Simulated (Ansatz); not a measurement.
A made-up structure of CH5Si2 (charge -1), closed shell:

C1  (0.674, -0.655, 0.822)
Si2  (-0.158, 0.870, -0.761)
Si3  (-1.689, 0.979, -1.535)
H4  (-2.570, -0.050, -1.111)
H5  (0.935, 1.856, -1.056)
H6  (0.976, -0.255, 1.756)
H7  (1.519, -1.227, 0.535)
H8  (-0.062, -1.376, 1.069)
(Å)

It is relaxed with PBE-D4/def2-SVPD and then PBE0-D4/def2-TZVPD (Ansatz 0.2.0). Atoms count as bonded within 1.22 times the sum of their covalent radii (H–H: 0.88 Å). The end point is not checked to be a true minimum.

Q: Does its bonding change? (Judge from chemistry; the calculation decides.)

A: By the calculation: Yes. Formed: C1–Si2; broken: none.

Where it ends: The first stage lowers the energy by 4.34 eV in 8 steps. It ends as CH₅Si₂ ([CH3][SiH][SiH]), total charge -1:
```
8
angstrom
C 0.5870 -0.5464 0.6971
Si 0.0196 0.7506 -0.5883
Si -1.8857 0.9833 -1.6255
H -2.3949 -0.2613 -0.8633
H 1.2150 1.6580 -0.7753
H 0.8659 -0.0793 1.6479
H 1.4504 -1.1189 0.3410
H -0.2334 -1.2437 0.8849
```

Labels in which every atom is bracketed show which atoms are joined, not bond orders.

For scale, one of the runs: PBE0-D4/def2-TZVPD relaxation, 168 basis functions, launched by `ansatz run in.yaml --threads 2 --pin off --events-out ev --progress --plain --max-ram 4352MiB`. Hardware: 2 CPU threads of an Arm Neoverse V1, shared host. Wall time about 19 s.
